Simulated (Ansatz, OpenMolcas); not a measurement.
# Heat of formation of HNO2 (nitrous acid) from total energies

HNO2 has 4 atoms, charge 0, and is taken as a singlet. As SMILES, `O=NO`. The coordinates come from a PBE0-D4/def2-TZVP relaxation.

Total energies at B3LYP/6-31G* (Cartesian functions) (OpenMolcas 26.06); the atoms run unrestricted:

| species | state | energy (Eh) |
| --- | --- | --- |
| HNO2 | singlet | -205.694112 |
| O | triplet | -75.060621 |
| N | quartet | -54.584489 |
| H | doublet | -0.500273 |

Harmonic wavenumbers at B2PLYP/cc-pVTZ, in cm⁻¹: 592, 601, 819, 1295, 1731, 3775.

Measured heats of formation of the gaseous atoms at 298.15 K, in kJ/mol: O 249.2, N 472.4, H 218.0. Spin-orbit lowering of the atoms at 298 K (mean of the ground term's levels less their thermal mean, from spectra), in kJ/mol: O 0.40. Take 1 Eh = 2625.50 kJ/mol, 1 cm⁻¹ = 0.0119627 kJ/mol, RT = 2.479 kJ/mol.

Problem. Work out the heat of formation of the gas at 298 K.

Solution. 
1. Electronic atomisation energy: 2 × (-75.060621) + (-54.584489) + (-0.500273) − (-205.694112) = 0.488108 Eh = 1281.5 kJ/mol.
2. Zero-point energy: half the sum of the wavenumbers, 4406.5 cm⁻¹ = 52.7 kJ/mol.
3. Thermal vibrational enthalpy, Σ hcν̃/(exp(hcν̃/kT) − 1): 1.1 kJ/mol. Translation, rotation and pV of a non-linear molecule: 4 RT = 9.9 kJ/mol.
4. The 4 free atoms carry 5/2 RT each: 24.8 kJ/mol.
5. Spin-orbit coupling lowers the free atoms by 2 × 0.40 = 0.8 kJ/mol.
6. Atomisation enthalpy at 298 K: 1281.5 − 0.8 − 52.7 − 1.1 − 9.9 + 24.8 = 1241.8 kJ/mol.
7. Sum of the atoms' heats of formation: 1188.8 kJ/mol. Heat of formation: 1188.8 − 1241.8 = -53.0 kJ/mol.

The tabulated value is -78.7 kJ/mol (Active Thermochemical Tables), so this level is off by +25.7 kJ/mol, or 2.0 % of the atomisation enthalpy that the table implies (1267.6 kJ/mol). Anharmonicity and any spin-orbit splitting of the molecule are left out.
